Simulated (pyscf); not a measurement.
Structures and frequencies: ωB97X-D3(BJ)/def2-SVP in PySCF.

Estimate the classical barrier height and the reaction energy of water (H₂O) + H₂N–SiH(OH)–OH → HO–SiH(OH)–OH + ammonia (NH₃) at ωB97M-D3(BJ)/def2-TZVP. The step runs on the singlet surface, breaks H–O, N–Si and forms O–Si, H–N; take the separated reactants as zero.

ΔE‡ = 15.3 kcal/mol, ΔE = -12.1 kcal/mol. Zero-point energy shifts the barrier by +2.1 kcal/mol. It is a four-centre exchange, with an imaginary mode of 733i cm⁻¹. On the reactant side the descent ends in a bound adduct, 10.8 kcal/mol under the separated species and 26.4 kcal/mol under the saddle at ωB97X-D3(BJ)/def2-TZVP. On the product side the descent ends in an adduct with a N–Si contact (not fully relaxed), 3.5 kcal/mol under the separated species and 30.9 kcal/mol under the saddle at ωB97X-D3(BJ)/def2-TZVP. What is counted as broken (N–Si) persists as a longer contact in the product adduct; parting that adduct is a step of its own. One saddle was located; it need not be the lowest between these sides.
